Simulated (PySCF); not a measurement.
Zinc-blende GaAs: correlation energy from several methods in one and the same small orbital space (PySCF; 2 atoms at the zone centre, 8 electrons in 58 orbitals, empty ones MP2 natural orbitals of a TZ basis, lattice constant set to 5.93586 Å). Its volume lies 16 % above that of the crystal's usual cell. It tests the methods against each other and lies far from the crystal's limit.

```
method    E_corr (eV per atom)  share of CCSDT(Q) (%)  difference (meV)
--------  --------------------  ---------------------  ----------------
MP2                    -1.8549                   67.8               881
CCSD                   -2.5254                   92.3               210
CCSD(T)                -2.6533                   97.0                82
CCSDT                  -2.6996                   98.7                36
CCSDT(Q)               -2.7358                  100.0                 0
```

MP2, (T) and (Q) use filled levels shifted down by the Madelung term, which in so small a cell is a large part of the gap, so these rows hang on it.

CCSDT(Q) is the highest level reached here, not an exact value.
